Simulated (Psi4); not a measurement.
# C3HN (cyanoacetylene) at MP2/def2-SVPD

Aim: the vertical singlet–triplet gap of C3HN (cyanoacetylene) at MP2/def2-SVPD, from 2 runs. 

The results are computed with Psi4 1.11.

4 further runs of the same task are left out: 4 set aside as unsound or not needed.

## (1) The molecule

C3HN has 5 atoms, charge 0, and is taken as a singlet. SMILES: `C#CC#N`. The coordinates come from a PBE0-D4/def2-TZVP relaxation.

Bond lengths: C1–C2 1.201 Å, C2–C3 1.369 Å, C3–N4 1.154 Å, C1–H5 1.066 Å. Angles: C1–C2–C3 180.0°, C2–C3–N4 180.0°, C2–C1–H5 179.9°.

## (2) A single-point energy at MP2/def2-SVPD

Input file job.in:

```
memory 1600 mb

molecule {
  0 1
  C     -0.26040426     2.36782683     0.28119125
  C     -0.00056692     0.13020213     0.00396842
  C      0.29763186    -2.41998328    -0.31180481
  N      0.55009927    -4.57011366    -0.57750030
  H     -0.49246263     4.35298413     0.52591078
  units bohr
  symmetry c1
}

set basis def2-SVPD
set reference rhf
set puream true
set e_convergence 1e-09
set d_convergence 1e-08
set scf_type pk
set num_frozen_docc 4
set mp2_type conv

energy("mp2")
print_variables()
```

Run with:

```bash
psi4 -i job.in -o job.out -n 1
```

job.out:

```text
[...]
  Running in c1 symmetry.
[...]
  Nuclear repulsion =   77.250015157316142
[...]
  Multiplicity = 1
[...]
  Nalpha       = 13
  Nbeta        = 13
[...]
    Number of basis functions: 88
[...]
   @RHF iter   1:  -168.35963654367254   -1.13185e+00   3.74122e-03 ADIIS/DIIS
[...]
   @RHF iter  11:  -168.41942066087205   -3.69482e-12   3.27432e-09 DIIS
[...]
    Orbital Energies [Eh]
    ---------------------
    Doubly Occupied:
       1A    -15.609222     2A    -11.317589     3A    -11.308863
       4A    -11.303324     5A     -1.238301     6A     -1.087485
       7A     -0.905489     8A     -0.755874     9A     -0.586493
      10A     -0.551965    11A     -0.551965    12A     -0.431648
      13A     -0.431648
[...]
  @RHF Final Energy:  -168.41942066087205
   => Energetics <=
    Nuclear Repulsion Energy =             77.2500151573161418
    One-Electron Energy =                -379.1791415055510015
    Two-Electron Energy =                 133.5097056873627821
    Total Energy =                       -168.4194206608720492
[...]
 Multipole Moments:
 ------------------------------------------------------------------------------------
     Multipole            Electronic (a.u.)      Nuclear  (a.u.)        Total (a.u.)
 ------------------------------------------------------------------------------------
 L = 1.  Multiply by 2.5417464519 to convert [e a0] to [Debye]
 Dipole X            :          0.1303413           -0.3192847           -0.1889434
 Dipole Y            :         -1.1207497            2.7353105            1.6145608
 Dipole Z            :         -0.1386227            0.3381480            0.1995253
 Magnitude           :                                                    1.6377779
[...]
	SCS-MP2 Total Energy (a.u.)        :  -168.95034155806482
	SOS-MP2 Total Energy (a.u.)        :  -168.90201652414586
	SCSN-MP2 Total Energy (a.u.)       :  -168.67457683996417
[...]
	SOS-PI-MP2 Total Energy (a.u.)     :  -168.98244916802483
[...]
	MP2 Total Energy (a.u.)            :  -168.96655898202377
[...]
```

Wall time 5.4 s (1 thread of AMD EPYC 7R43 (Zen 3), shared host); peak memory 0.43 GiB.

## (3) The triplet at the same level

Input file calc.dat:

```
memory 1600 mb

molecule mol {
  0 3
  C     -0.137800     1.253000     0.148800
  C     -0.000300     0.068900     0.002100
  C      0.157500    -1.280600    -0.165000
  N      0.291100    -2.418400    -0.305600
  H     -0.260600     2.303500     0.278300
  symmetry c1
}

set globals {
  basis           def2-SVPD
  reference       uhf
  puream          true
  e_convergence   1e-09
  d_convergence   1e-08
  scf_type        pk
  num_frozen_docc 4
  mp2_type        conv
  maxiter         100
}

E = energy("mp2")
print_variables()
```

Run with:

```bash
psi4 -i calc.dat -o calc.out -n 1
```

calc.out:

```text
[...]
  Running in c1 symmetry.
[...]
  Nuclear repulsion =   77.250015080974137
[...]
  Multiplicity = 3
[...]
  Nalpha       = 14
  Nbeta        = 12
[...]
    Number of basis functions: 88
[...]
   @UHF iter   1:  -168.18064913917488   -9.52864e-01   3.38315e-03 ADIIS/DIIS
[...]
   @UHF iter  27:  -168.27535873581229   -7.02016e-12   9.73562e-09 DIIS
[...]
   @S^2 Observed:                2.165822848E+00
[...]
    Orbital Energies [Eh]
    ---------------------
    Alpha Occupied:
       1A    -15.603436     2A    -11.331597     3A    -11.313407
       4A    -11.288763     5A     -1.257616     6A     -1.152155
       7A     -0.919914     8A     -0.768244     9A     -0.640262
      10A     -0.600332    11A     -0.559016    12A     -0.547265
      13A     -0.465417    14A     -0.277435
    Alpha Virtual:
      15A      0.073639    16A      0.079535    17A      0.114995
      18A      0.171348    19A      0.222567    20A      0.244172
      21A      0.262260    22A      0.289412    23A      0.289502
      24A      0.306573    25A      0.333006    26A      0.334924
[...]
  @UHF Final Energy:  -168.27535873581229
   => Energetics <=
    Nuclear Repulsion Energy =             77.2500150809741370
    One-Electron Energy =                -378.9586439388389749
    Two-Electron Energy =                 133.4332701220525337
    Total Energy =                       -168.2753587358122900
  UHF NO Occupations:
  HONO-2 :   12  A 1.9552302
  HONO-1 :   13  A 1.0000000
[...]
 Multipole Moments:
 ------------------------------------------------------------------------------------
     Multipole            Electronic (a.u.)      Nuclear  (a.u.)        Total (a.u.)
 ------------------------------------------------------------------------------------
 L = 1.  Multiply by 2.5417464519 to convert [e a0] to [Debye]
 Dipole X            :          0.1207771           -0.3192847           -0.1985076
 Dipole Y            :         -1.0395598            2.7353105            1.6957507
 Dipole Z            :         -0.1285933            0.3381480            0.2095547
 Magnitude           :                                                    1.7201421
[...]
	SCS-MP2 Total Energy (a.u.)        :  -168.73399900045632
	SOS-MP2 Total Energy (a.u.)        :  -168.69181438365575
	SCSN-MP2 Total Energy (a.u.)       :  -168.49809351251929
[...]
	SOS-PI-MP2 Total Energy (a.u.)     :  -168.76122365829633
[...]
	MP2 Total Energy (a.u.)            :  -168.74895895941688
[...]
```

Wall time 7.5 s (1 thread of AMD EPYC 7R43 (Zen 3), shared host); peak memory 0.43 GiB.

## (4) Summary of results

At MP2/def2-SVPD, 4 core orbitals frozen:

| quantity | value |
| --- | --- |
| singlet: total energy | -168.96656 Eh |
| singlet: HOMO energy (Hartree–Fock orbitals) | -11.75 eV |
| singlet: LUMO energy (Hartree–Fock orbitals) | 2.20 eV |
| singlet: HOMO–LUMO gap (Hartree–Fock orbitals) | 13.95 eV |
| singlet: correlation energy (4 core orbitals frozen) | -547.1 mEh |
| triplet: total energy | -168.74896 Eh |
| triplet: HOMO energy (Hartree–Fock orbitals) (highest over α and β) | -7.55 eV |
| triplet: LUMO energy (Hartree–Fock orbitals) (lowest over α and β) | -1.01 eV |
| triplet: correlation energy (4 core orbitals frozen) | -473.6 mEh |
| triplet: ⟨S²⟩ of the reference determinant | 2.166 |
| vertical energy of the triplet above the singlet | 5.921 eV |

**Reading.** At this shape the triplet lies 5.92 eV (571 kJ/mol) above the singlet. ⟨S²⟩ (triplet) is 2.17 where a pure triplet has 2.00: the reference is spin-contaminated.
